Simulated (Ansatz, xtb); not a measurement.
Two isomers of C4H6S2

Structure X is `S/C=C\C=C\S`, a singlet and structure Y is `C=CC=C(S)S`, a singlet. Both are isolated molecules in the gas phase, relaxed with B3LYP/def2-SVP; the shapes shown needn't be the lowest conformers.

X (Å):

```xyz
12

C     1.9948   -0.3864   -1.1230
C     0.7294   -0.6555   -0.7256
C     0.0663   -0.2426    0.4950
C    -1.2099   -0.5733    0.7941
S     3.2822    0.5321   -0.3451
S    -2.1452   -0.1520    2.2208
H     2.6312    0.8858    0.7855
H     2.3421   -0.7771   -2.0840
H     0.1323   -1.2623   -1.4155
H     0.6297    0.3689    1.2091
H    -1.7972   -1.1832    0.0987
H    -1.1879    0.5672    2.8531
```

Y (Å):

```yaml
atoms:
  - { symbol: C, position_ang: [-2.2773, -0.8989, -1.6158] }
  - { symbol: C, position_ang: [-1.1425, -1.1278, -0.9295] }
  - { symbol: C, position_ang: [-0.5960, -0.2228, 0.0654] }
  - { symbol: C, position_ang: [0.5023, -0.4406, 0.8322] }
  - { symbol: S, position_ang: [1.1879, 0.7392, 1.9722] }
  - { symbol: S, position_ang: [1.3195, -2.0225, 0.8948] }
  - { symbol: H, position_ang: [-2.6385, -1.6042, -2.3678] }
  - { symbol: H, position_ang: [-2.8802, -0.0012, -1.4449] }
  - { symbol: H, position_ang: [-0.5737, -2.0433, -1.1251] }
  - { symbol: H, position_ang: [-1.1249, 0.7277, 0.2003] }
  - { symbol: H, position_ang: [0.6212, 1.8435, 1.4282] }
  - { symbol: H, position_ang: [2.5838, -1.5353, 0.9258] }
```

Energies in hartree; the thermal terms are from GFN2-xTB frequencies at re-optimised GFN2-xTB minima (ideal gas, soft modes damped towards free rotors, one conformer each, 298.15 K, 1 atm) and include the zero-point energy:

|  | X | Y |
| --- | --- | --- |
| E, CCSD(T)/def2-SVP | −950.503306 | −950.503843 |
| E, MP2/def2-SVP | −950.405965 | −950.406975 |
| E, MP2/def2-TZVPP | −951.058020 | −951.058623 |
| zero-point energy | 0.081092 | 0.080632 |
| H(298 K) − E | 0.089881 | 0.089657 |
| G(298 K) − E | 0.048197 | 0.047840 |

Correct the CCSD(T) difference for the basis set by the MP2 change, then work out ΔE, ΔE₀, ΔH and ΔG for X → Y in kcal/mol (1 Eh = 627.51 kcal/mol) and the equilibrium ratio [Y]/[X].

1. Differences Y − X: CCSD(T) −0.000537, MP2 in the small set −0.001010, MP2 in the large set −0.000603 Eh.
2. ΔE = −0.000537 + (−0.000603 − (−0.001010)) = −0.000130 Eh = −0.08 kcal/mol.
3. ΔE₀ = ΔE + ΔZPE = −0.000130 + (−0.000460) Eh = −0.37 kcal/mol.
4. ΔH = ΔE + (−0.000224) Eh = −0.22 kcal/mol.
5. ΔG = ΔE + (−0.000357) Eh = −0.31 kcal/mol, so ΔS = (ΔH − ΔG)/T = +1.2 J/(mol K).
6. kT = 0.9442 mEh, so K = [Y]/[X] = exp(−ΔG/kT) = exp(+0.52) ≈ 1.7.

The two are too close for this level to say which is favoured. An error of 1 kcal/mol in ΔG would change K by a factor of 5.4. Mirror images and further conformers aren't counted.

As drawn, both hold the same kinds of bond in the same numbers.

Other levels gave ΔE = +3.5 (GFN2-xTB); +0.6 (HF/STO-3G, GFN2-xTB geometries); +2.3 (r2SCAN-D4/def2-SVP, GFN2-xTB geometries); +1.9 (B3LYP/def2-SVP); +0.9 (HF/def2-SVP); −0.6 (MP2/def2-SVP); −0.3 (CCSD(T)/def2-SVP) kcal/mol. The correlated steps freeze 14 core orbitals. Programs: Ansatz 0.2.0, xtb 6.7.1.
